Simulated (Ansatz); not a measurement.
# BSiH2 (quartet): PBE, r2SCAN over a scan of the distance Si1–B2, 6-31G, part 1 of 2

Aim: run BSiH2 (quartet) with these functionals over a scan of the distance Si1–B2, and hold them against the top wave-function level at the same points.

Method: 6-31G, all electrons in the functionals; program: Ansatz 0.2.0, Gaussian basis.

The runs, in order: PBE, r2SCAN, at 1.573 Å; 1.755 Å; 1.993 Å; 2.197 Å; 2.465 Å; 2.815 Å; 3.153 Å; 3.630 Å; 4.336 Å; 5.335 Å; 6.728 Å.

### Step 1. The system

The geometry derives from a PBE0/def2-TZVP stationary point (not a proven minimum). One bond is set to the value named and the two fragments are kept rigid.

4 atoms, charge 0, spin multiplicity 4.

Atoms are counted from 1 here; the program's logs count them from 0.

Bond lengths: Si1–B2 1.993 Å, B2–H3 1.191 Å, B2–H4 1.191 Å. Angles: Si1–B2–H3 115.4°, Si1–B2–H4 115.4°, H3–B2–H4 129.2°.

No dispersion term is added.

The geometry shown and the zero of energy belong to the point 1.993 Å. The yardstick, FCI, and other wave-function levels (R restricted, U unrestricted, valence and pair active spaces) come from earlier runs.

### Step 2. PBE, 1.573 Å

in.yaml reads:

```yaml
crystal:
  periodic: [false, false, false]
  atoms:
    - {symbol: Si, position_ang: [0.000000, 0.000000, 0.518349]}
    - {symbol: B, position_ang: [0.000000, 0.000000, -1.054651]}
    - {symbol: H, position_ang: [0.000000, -1.075954, -1.565702]}
    - {symbol: H, position_ang: [0.000000, 1.075954, -1.565702]}
basis:
  gaussian: {orbitals: 6-31G}
magnetization: {spin_polarized: true, initial_magnetization: 3}
hamiltonian: {xc: {name: PBE}}
output: {orbitals: {seedname: orbitals}}
```

On the command line:

```bash
> ansatz run in.yaml --threads 1 --pin off --events-out ev --progress --plain --max-ram 4096MiB --backend cpu
```

The program printed:

```text
Functional definition: PBE
  name "PBE"
  cite "Perdew, Burke & Ernzerhof, Phys. Rev. Lett. 77, 3865 (1996) doi:10.1103/PhysRevLett.77.3865"
  parent pbe
  parameter kappa = 0.804
  parameter beta = 0.06672455060314922
  exchange = pbe_x(kappa = kappa, mu = beta*pi^2/3)
  correlation = pbe_c(beta = beta)
330 factors; integrals over basis functions are off by at most 2.4e-4 eV
mean field evaluation 1: about -8569.7143 eV, gradient 2.2e1 eV
mean field evaluation 2: about -8562.2117 eV, gradient 3.4e1 eV
mean field evaluation 4: about -8573.4700 eV, gradient 1.5e0 eV
mean field evaluation 8: about -8573.4849 eV, gradient 6.4e-3 eV
mean field -8573.48486654 eV, -315.0697575285 hartree, gradient 2.5e-5 eV, S^2 3.750626; 0 other end points of the search recorded, 0 dependent functions left out
reference -8573.48489560 eV, -315.0697585965 hartree; 12, 9 occupied and 14, 17 virtual orbitals, 330 factors
Total energy: -8573.48489560 eV, -315.0697585965 hartree
```

Run time: 0.49 s. Hardware: 1 thread of AMD EPYC 7R13, shared host.

From the report: ⟨S²⟩ of the determinant 3.751 (pure quartet: 3.75).

### Step 3. PBE, 1.755 Å

in.yaml reads:

```yaml
crystal:
  periodic: [false, false, false]
  atoms:
    - {symbol: Si, position_ang: [0.000000, 0.000000, 0.575410]}
    - {symbol: B, position_ang: [0.000000, 0.000000, -1.179590]}
    - {symbol: H, position_ang: [0.000000, -1.075954, -1.690641]}
    - {symbol: H, position_ang: [0.000000, 1.075954, -1.690641]}
basis:
  gaussian: {orbitals: 6-31G}
magnetization: {spin_polarized: true, initial_magnetization: 3}
hamiltonian: {xc: {name: PBE}}
output: {orbitals: {seedname: orbitals}}
```

Launched as before.

The program printed:

```text
Functional definition: PBE
  name "PBE"
  cite "Perdew, Burke & Ernzerhof, Phys. Rev. Lett. 77, 3865 (1996) doi:10.1103/PhysRevLett.77.3865"
  parent pbe
  parameter kappa = 0.804
  parameter beta = 0.06672455060314922
  exchange = pbe_x(kappa = kappa, mu = beta*pi^2/3)
  correlation = pbe_c(beta = beta)
330 factors; integrals over basis functions are off by at most 2.5e-4 eV
mean field evaluation 1: about -8572.2286 eV, gradient 1.9e1 eV
mean field evaluation 2: about -8565.2041 eV, gradient 3.1e1 eV
mean field evaluation 4: about -8575.2450 eV, gradient 1.4e0 eV
mean field evaluation 8: about -8575.2615 eV, gradient 6.8e-3 eV
mean field -8575.26146519 eV, -315.1350463249 hartree, gradient 9.0e-6 eV, S^2 3.750656; 0 other end points of the search recorded, 0 dependent functions left out
reference -8575.26149443 eV, -315.1350473994 hartree; 12, 9 occupied and 14, 17 virtual orbitals, 330 factors
Total energy: -8575.26149443 eV, -315.1350473994 hartree
```

Wall time 0.49 s (1 thread of AMD EPYC 7R13, shared host).

From the report: ⟨S²⟩ of the determinant 3.751 (pure quartet: 3.75).

### Step 4. PBE, 1.993 Å

in.yaml reads:

```yaml
crystal:
  periodic: [false, false, false]
  atoms:
    - {symbol: Si, position_ang: [0.000000, 0.000000, 0.649966]}
    - {symbol: B, position_ang: [0.000000, 0.000000, -1.342837]}
    - {symbol: H, position_ang: [0.000000, -1.075954, -1.853888]}
    - {symbol: H, position_ang: [0.000000, 1.075954, -1.853888]}
basis:
  gaussian: {orbitals: 6-31G}
magnetization: {spin_polarized: true, initial_magnetization: 3}
hamiltonian: {xc: {name: PBE}}
output: {orbitals: {seedname: orbitals}}
```

Same command.

The program printed:

```text
Functional definition: PBE
  name "PBE"
  cite "Perdew, Burke & Ernzerhof, Phys. Rev. Lett. 77, 3865 (1996) doi:10.1103/PhysRevLett.77.3865"
  parent pbe
  parameter kappa = 0.804
  parameter beta = 0.06672455060314922
  exchange = pbe_x(kappa = kappa, mu = beta*pi^2/3)
  correlation = pbe_c(beta = beta)
330 factors; integrals over basis functions are off by at most 2.5e-4 eV
mean field evaluation 1: about -8573.5769 eV, gradient 1.6e1 eV
mean field evaluation 2: about -8567.6641 eV, gradient 2.7e1 eV
mean field evaluation 4: about -8575.9063 eV, gradient 1.4e0 eV
mean field evaluation 8: about -8575.9212 eV, gradient 5.9e-3 eV
mean field evaluation 16: about -8573.6094 eV, gradient 1.1e0 eV
mean field -8575.92118713 eV, -315.1592906590 hartree, gradient 1.9e-5 eV, S^2 3.750799; 3 other end points of the search recorded, 0 dependent functions left out
reference -8575.92121694 eV, -315.1592917543 hartree; 12, 9 occupied and 14, 17 virtual orbitals, 330 factors
Total energy: -8575.92121694 eV, -315.1592917543 hartree
```

It took 0.8 s on 1 thread of AMD EPYC 7R13, shared host.

From the report: ⟨S²⟩ of the determinant 3.751 (pure quartet: 3.75).

### Step 5. PBE, 2.197 Å

in.yaml reads:

```yaml
crystal:
  periodic: [false, false, false]
  atoms:
    - {symbol: Si, position_ang: [0.000000, 0.000000, 0.713986]}
    - {symbol: B, position_ang: [0.000000, 0.000000, -1.483014]}
    - {symbol: H, position_ang: [0.000000, -1.075954, -1.994065]}
    - {symbol: H, position_ang: [0.000000, 1.075954, -1.994065]}
basis:
  gaussian: {orbitals: 6-31G}
magnetization: {spin_polarized: true, initial_magnetization: 3}
hamiltonian: {xc: {name: PBE}}
output: {orbitals: {seedname: orbitals}}
```

The command is unchanged.

The program printed:

```text
Functional definition: PBE
  name "PBE"
  cite "Perdew, Burke & Ernzerhof, Phys. Rev. Lett. 77, 3865 (1996) doi:10.1103/PhysRevLett.77.3865"
  parent pbe
  parameter kappa = 0.804
  parameter beta = 0.06672455060314922
  exchange = pbe_x(kappa = kappa, mu = beta*pi^2/3)
  correlation = pbe_c(beta = beta)
330 factors; integrals over basis functions are off by at most 2.5e-4 eV
mean field evaluation 1: about -8573.8775 eV, gradient 1.4e1 eV
mean field evaluation 2: about -8568.8898 eV, gradient 2.4e1 eV
mean field evaluation 4: about -8575.8218 eV, gradient 1.3e0 eV
mean field evaluation 8: about -8575.8339 eV, gradient 3.9e-3 eV
mean field evaluation 16: about -8573.6651 eV, gradient 1.5e0 eV
mean field -8575.83386576 eV, -315.1560816576 hartree, gradient 1.2e-5 eV, S^2 3.751086; 3 other end points of the search recorded, 0 dependent functions left out
reference -8575.83389592 eV, -315.1560827662 hartree; 12, 9 occupied and 14, 17 virtual orbitals, 330 factors
Total energy: -8575.83389592 eV, -315.1560827662 hartree
```

Run time: 0.88 s. Hardware: 1 thread of AMD EPYC 7R13, shared host.

From the report: ⟨S²⟩ of the determinant 3.751 (pure quartet: 3.75).

From 1.993 Å: +8.4 kJ/mol.

### Step 6. PBE, 2.465 Å

in.yaml reads:

```yaml
crystal:
  periodic: [false, false, false]
  atoms:
    - {symbol: Si, position_ang: [0.000000, 0.000000, 0.798010]}
    - {symbol: B, position_ang: [0.000000, 0.000000, -1.666990]}
    - {symbol: H, position_ang: [0.000000, -1.075954, -2.178041]}
    - {symbol: H, position_ang: [0.000000, 1.075954, -2.178041]}
basis:
  gaussian: {orbitals: 6-31G}
magnetization: {spin_polarized: true, initial_magnetization: 3}
hamiltonian: {xc: {name: PBE}}
output: {orbitals: {seedname: orbitals}}
```

The command is unchanged.

The program printed:

```text
Functional definition: PBE
  name "PBE"
  cite "Perdew, Burke & Ernzerhof, Phys. Rev. Lett. 77, 3865 (1996) doi:10.1103/PhysRevLett.77.3865"
  parent pbe
  parameter kappa = 0.804
  parameter beta = 0.06672455060314922
  exchange = pbe_x(kappa = kappa, mu = beta*pi^2/3)
  correlation = pbe_c(beta = beta)
330 factors; integrals over basis functions are off by at most 2.6e-4 eV
mean field evaluation 1: about -8573.6844 eV, gradient 1.3e1 eV
mean field evaluation 2: about -8569.1612 eV, gradient 2.2e1 eV
mean field evaluation 4: about -8575.4013 eV, gradient 1.4e0 eV
mean field evaluation 8: about -8575.4188 eV, gradient 5.9e-3 eV
mean field evaluation 16: about -8572.4983 eV, gradient 9.7e0 eV
mean field -8575.41875521 eV, -315.1408266265 hartree, gradient 1.5e-5 eV, S^2 3.751678; 3 other end points of the search recorded, 0 dependent functions left out
reference -8575.41878569 eV, -315.1408277464 hartree; 12, 9 occupied and 14, 17 virtual orbitals, 330 factors
Total energy: -8575.41878569 eV, -315.1408277464 hartree
```

It took 0.76 s on 1 thread of AMD EPYC 7R13, shared host.

From the report: ⟨S²⟩ of the determinant 3.752 (pure quartet: 3.75).

From 1.993 Å: +48.5 kJ/mol.

### Step 7. PBE, 2.815 Å

in.yaml reads:

```yaml
crystal:
  periodic: [false, false, false]
  atoms:
    - {symbol: Si, position_ang: [0.000000, 0.000000, 0.907742]}
    - {symbol: B, position_ang: [0.000000, 0.000000, -1.907258]}
    - {symbol: H, position_ang: [0.000000, -1.075954, -2.418309]}
    - {symbol: H, position_ang: [0.000000, 1.075954, -2.418309]}
basis:
  gaussian: {orbitals: 6-31G}
magnetization: {spin_polarized: true, initial_magnetization: 3}
hamiltonian: {xc: {name: PBE}}
output: {orbitals: {seedname: orbitals}}
```

Same command.

The program printed:

```text
Functional definition: PBE
  name "PBE"
  cite "Perdew, Burke & Ernzerhof, Phys. Rev. Lett. 77, 3865 (1996) doi:10.1103/PhysRevLett.77.3865"
  parent pbe
  parameter kappa = 0.804
  parameter beta = 0.06672455060314922
  exchange = pbe_x(kappa = kappa, mu = beta*pi^2/3)
  correlation = pbe_c(beta = beta)
330 factors; integrals over basis functions are off by at most 2.6e-4 eV
mean field evaluation 1: about -8572.8981 eV, gradient 1.3e1 eV
mean field evaluation 2: about -8567.3868 eV, gradient 2.3e1 eV
mean field evaluation 4: about -8574.7865 eV, gradient 1.7e0 eV
mean field evaluation 8: about -8574.8181 eV, gradient 5.6e-3 eV
mean field evaluation 16: about -8571.8831 eV, gradient 1.0e1 eV
mean field evaluation 32: about -8573.4383 eV, gradient 1.7e0 eV
mean field -8574.81810380 eV, -315.1187530943 hartree, gradient 3.6e-5 eV, S^2 3.752297; 4 other end points of the search recorded, 0 dependent functions left out
reference -8574.81813490 eV, -315.1187542371 hartree; 12, 9 occupied and 14, 17 virtual orbitals, 330 factors
Total energy: -8574.81813490 eV, -315.1187542371 hartree
```

Wall time 1 s (1 thread of AMD EPYC 7R13, shared host).

From the report: ⟨S²⟩ of the determinant 3.752 (pure quartet: 3.75).

From 1.993 Å: +106.4 kJ/mol.

### Step 8. PBE, 3.153 Å

in.yaml reads:

```yaml
crystal:
  periodic: [false, false, false]
  atoms:
    - {symbol: Si, position_ang: [0.000000, 0.000000, 1.013712]}
    - {symbol: B, position_ang: [0.000000, 0.000000, -2.139288]}
    - {symbol: H, position_ang: [0.000000, -1.075954, -2.650339]}
    - {symbol: H, position_ang: [0.000000, 1.075954, -2.650339]}
basis:
  gaussian: {orbitals: 6-31G}
magnetization: {spin_polarized: true, initial_magnetization: 3}
hamiltonian: {xc: {name: PBE}}
output: {orbitals: {seedname: orbitals}}
```

Same command.

The program printed:

```text
Functional definition: PBE
  name "PBE"
  cite "Perdew, Burke & Ernzerhof, Phys. Rev. Lett. 77, 3865 (1996) doi:10.1103/PhysRevLett.77.3865"
  parent pbe
  parameter kappa = 0.804
  parameter beta = 0.06672455060314922
  exchange = pbe_x(kappa = kappa, mu = beta*pi^2/3)
  correlation = pbe_c(beta = beta)
330 factors; integrals over basis functions are off by at most 2.6e-4 eV
mean field evaluation 1: about -8571.7168 eV, gradient 1.4e1 eV
mean field evaluation 2: about -8541.4178 eV, gradient 3.5e1 eV
mean field evaluation 4: about -8573.8956 eV, gradient 5.4e0 eV
mean field evaluation 8: about -8574.3370 eV, gradient 1.9e-1 eV
mean field evaluation 16: about -8574.3375 eV, gradient 1.5e-5 eV
mean field evaluation 32: about -8574.3279 eV, gradient 5.7e-1 eV
mean field evaluation 64: about -8574.2598 eV, gradient 2.4e0 eV
mean field -8574.33749394 eV, -315.1010910077 hartree, gradient 1.5e-5 eV, S^2 3.752404; 8 other end points of the search recorded, 0 dependent functions left out
reference -8574.33752584 eV, -315.1010921800 hartree; 12, 9 occupied and 14, 17 virtual orbitals, 330 factors
Total energy: -8574.33752584 eV, -315.1010921800 hartree
```

Wall time 1.6 s (1 thread of AMD EPYC 7R13, shared host).

From the report: ⟨S²⟩ of the determinant 3.752 (pure quartet: 3.75).

From 1.993 Å: +152.8 kJ/mol.

### Step 9. PBE, 3.630 Å

in.yaml reads:

```yaml
crystal:
  periodic: [false, false, false]
  atoms:
    - {symbol: Si, position_ang: [0.000000, 0.000000, 1.163261]}
    - {symbol: B, position_ang: [0.000000, 0.000000, -2.466739]}
    - {symbol: H, position_ang: [0.000000, -1.075954, -2.977790]}
    - {symbol: H, position_ang: [0.000000, 1.075954, -2.977790]}
basis:
  gaussian: {orbitals: 6-31G}
magnetization: {spin_polarized: true, initial_magnetization: 3}
hamiltonian: {xc: {name: PBE}}
output: {orbitals: {seedname: orbitals}}
```

Launched as before.

The program printed:

```text
Functional definition: PBE
  name "PBE"
  cite "Perdew, Burke & Ernzerhof, Phys. Rev. Lett. 77, 3865 (1996) doi:10.1103/PhysRevLett.77.3865"
  parent pbe
  parameter kappa = 0.804
  parameter beta = 0.06672455060314922
  exchange = pbe_x(kappa = kappa, mu = beta*pi^2/3)
  correlation = pbe_c(beta = beta)
330 factors; integrals over basis functions are off by at most 2.7e-4 eV
mean field evaluation 1: about -8569.4131 eV, gradient 1.7e1 eV
mean field evaluation 2: about -8499.0570 eV, gradient 4.8e1 eV
mean field evaluation 4: about -8573.7146 eV, gradient 2.9e0 eV
mean field evaluation 8: about -8573.8661 eV, gradient 1.4e-1 eV
mean field evaluation 16: about -8573.8664 eV, gradient 7.9e-5 eV
mean field evaluation 32: about -8573.2012 eV, gradient 1.9e-1 eV
mean field evaluation 64: about -8573.6565 eV, gradient 8.0e-1 eV
mean field -8573.86641934 eV, -315.0837793355 hartree, gradient 1.9e-6 eV, S^2 3.752012; 11 other end points of the search recorded, 0 dependent functions left out
reference -8573.86645295 eV, -315.0837805705 hartree; 12, 9 occupied and 14, 17 virtual orbitals, 330 factors
Total energy: -8573.86645295 eV, -315.0837805705 hartree
```

Run time: 1.8 s. Hardware: 1 thread of AMD EPYC 7R13, shared host.

From the report: ⟨S²⟩ of the determinant 3.752 (pure quartet: 3.75).

From 1.993 Å: +198.3 kJ/mol.

### Step 10. PBE, 4.336 Å

in.yaml reads:

```yaml
crystal:
  periodic: [false, false, false]
  atoms:
    - {symbol: Si, position_ang: [0.000000, 0.000000, 1.384607]}
    - {symbol: B, position_ang: [0.000000, 0.000000, -2.951393]}
    - {symbol: H, position_ang: [0.000000, -1.075954, -3.462444]}
    - {symbol: H, position_ang: [0.000000, 1.075954, -3.462444]}
basis:
  gaussian: {orbitals: 6-31G}
magnetization: {spin_polarized: true, initial_magnetization: 3}
hamiltonian: {xc: {name: PBE}}
output: {orbitals: {seedname: orbitals}}
```

Same command.

The program printed:

```text
Functional definition: PBE
  name "PBE"
  cite "Perdew, Burke & Ernzerhof, Phys. Rev. Lett. 77, 3865 (1996) doi:10.1103/PhysRevLett.77.3865"
  parent pbe
  parameter kappa = 0.804
  parameter beta = 0.06672455060314922
  exchange = pbe_x(kappa = kappa, mu = beta*pi^2/3)
  correlation = pbe_c(beta = beta)
330 factors; integrals over basis functions are off by at most 2.7e-4 eV
mean field evaluation 1: about -8566.2278 eV, gradient 1.9e1 eV
mean field evaluation 2: about -8487.3066 eV, gradient 4.7e1 eV
mean field evaluation 4: about -8573.4020 eV, gradient 2.6e0 eV
mean field evaluation 8: about -8573.5415 eV, gradient 1.6e-1 eV
mean field evaluation 16: about -8573.5421 eV, gradient 8.1e-5 eV
mean field evaluation 32: about -8573.3445 eV, gradient 1.1e-2 eV
mean field evaluation 64: about -8573.4476 eV, gradient 7.9e-1 eV
mean field -8573.54212833 eV, -315.0718618606 hartree, gradient 7.0e-6 eV, S^2 3.751218; 9 other end points of the search recorded, 0 dependent functions left out
reference -8573.54216456 eV, -315.0718631921 hartree; 12, 9 occupied and 14, 17 virtual orbitals, 330 factors
Total energy: -8573.54216456 eV, -315.0718631921 hartree
```

Wall time 1.8 s (1 thread of AMD EPYC 7R13, shared host).

From the report: ⟨S²⟩ of the determinant 3.751 (pure quartet: 3.75).

From 1.993 Å: +229.5 kJ/mol.

### Step 11. PBE, 5.335 Å

in.yaml reads:

```yaml
crystal:
  periodic: [false, false, false]
  atoms:
    - {symbol: Si, position_ang: [0.000000, 0.000000, 4.256776]}
    - {symbol: B, position_ang: [0.000000, 0.000000, -1.078225]}
    - {symbol: H, position_ang: [0.000000, -1.075954, -1.589276]}
    - {symbol: H, position_ang: [0.000000, 1.075954, -1.589276]}
basis:
  gaussian: {orbitals: 6-31G}
magnetization: {spin_polarized: true, initial_magnetization: 3}
hamiltonian: {xc: {name: PBE}}
output: {orbitals: {seedname: orbitals}}
```

Same command.

The program printed, cut to the lines that bear on the results:

```text
Functional definition: PBE
  name "PBE"
  cite "Perdew, Burke & Ernzerhof, Phys. Rev. Lett. 77, 3865 (1996) doi:10.1103/PhysRevLett.77.3865"
  parent pbe
[...]
330 factors; integrals over basis functions are off by at most 2.7e-4 eV
[...]
mean field -8573.41172516 eV, -315.0670696324 hartree, gradient 6.5e-6 eV, S^2 3.750966; 11 other end points of the search recorded, 0 dependent functions left out
reference -8573.41176233 eV, -315.0670709983 hartree; 12, 9 occupied and 14, 17 virtual orbitals, 330 factors
Total energy: -8573.41176233 eV, -315.0670709983 hartree
```

It took 2.9 s on 1 thread of AMD EPYC 7R13, shared host.

From the report: ⟨S²⟩ of the determinant 3.751 (pure quartet: 3.75).

From 1.993 Å: +242.1 kJ/mol.

### Step 12. PBE, 6.728 Å

in.yaml reads:

```yaml
crystal:
  periodic: [false, false, false]
  atoms:
    - {symbol: Si, position_ang: [0.000000, 0.000000, 5.301525]}
    - {symbol: B, position_ang: [0.000000, 0.000000, -1.426475]}
    - {symbol: H, position_ang: [0.000000, -1.075954, -1.937525]}
    - {symbol: H, position_ang: [0.000000, 1.075954, -1.937525]}
basis:
  gaussian: {orbitals: 6-31G}
magnetization: {spin_polarized: true, initial_magnetization: 3}
hamiltonian: {xc: {name: PBE}}
output: {orbitals: {seedname: orbitals}}
```

Same command.

The program printed, cut to the lines that bear on the results:

```text
Functional definition: PBE
  name "PBE"
  cite "Perdew, Burke & Ernzerhof, Phys. Rev. Lett. 77, 3865 (1996) doi:10.1103/PhysRevLett.77.3865"
  parent pbe
[...]
330 factors; integrals over basis functions are off by at most 2.7e-4 eV
[...]
mean field -8573.37506721 eV, -315.0657224777 hartree, gradient 4.2e-6 eV, S^2 3.750850; 11 other end points of the search recorded, 0 dependent functions left out
reference -8573.37510829 eV, -315.0657239871 hartree; 12, 9 occupied and 14, 17 virtual orbitals, 330 factors
Total energy: -8573.37510829 eV, -315.0657239871 hartree
```

It took 3.5 s on 1 thread of AMD EPYC 7R13, shared host.

From the report: ⟨S²⟩ of the determinant 3.751 (pure quartet: 3.75).

From 1.993 Å: +245.7 kJ/mol.

### Step 13. r2SCAN, 1.573 Å

in.yaml reads:

```yaml
crystal:
  periodic: [false, false, false]
  atoms:
    - {symbol: Si, position_ang: [0.000000, 0.000000, 0.518349]}
    - {symbol: B, position_ang: [0.000000, 0.000000, -1.054651]}
    - {symbol: H, position_ang: [0.000000, -1.075954, -1.565702]}
    - {symbol: H, position_ang: [0.000000, 1.075954, -1.565702]}
basis:
  gaussian: {orbitals: 6-31G}
magnetization: {spin_polarized: true, initial_magnetization: 3}
hamiltonian: {xc: {name: r2SCAN}}
```

Launched as before.

The program printed:

```text
Functional definition: r2SCAN
  name "r2SCAN"
  cite "Furness, Kaplan, Ning, Perdew & Sun, J. Phys. Chem. Lett. 11, 8208 (2020) doi:10.1021/acs.jpclett.0c02405"
  cite "Furness, Kaplan, Ning, Perdew & Sun, J. Phys. Chem. Lett. 11, 9248 (2020) doi:10.1021/acs.jpclett.0c03077"
  parent r2scan
  parameter k0 = 0.174
  parameter k1 = 0.065
  parameter a1 = 4.9479
  exchange = r2scan_x(k0 = k0, k1 = k1, a1 = a1)
  correlation = r2scan_c
330 factors; integrals over basis functions are off by at most 2.4e-4 eV
mean field evaluation 1: about -8574.7496 eV, gradient 1.9e1 eV
mean field evaluation 2: about -8571.1746 eV, gradient 2.6e1 eV
mean field evaluation 4: about -8577.5552 eV, gradient 7.2e-1 eV
mean field evaluation 8: about -8577.5539 eV, gradient 5.1e-3 eV
mean field evaluation 16: about -8577.5539 eV, gradient 4.5e-6 eV
mean field -8577.55390735 eV, -315.2192920202 hartree, gradient 4.5e-6 eV, S^2 3.751415; 0 other end points of the search recorded, 0 dependent functions left out
reference -8577.55391683 eV, -315.2192923688 hartree; 12, 9 occupied and 14, 17 virtual orbitals, 330 factors
Total energy: -8577.55391683 eV, -315.2192923688 hartree
```

Run time: 1.1 s. Hardware: 1 thread of AMD EPYC 7R13, shared host.

From the report: ⟨S²⟩ of the determinant 3.751 (pure quartet: 3.75).

(Continued in part 2 of 2.)
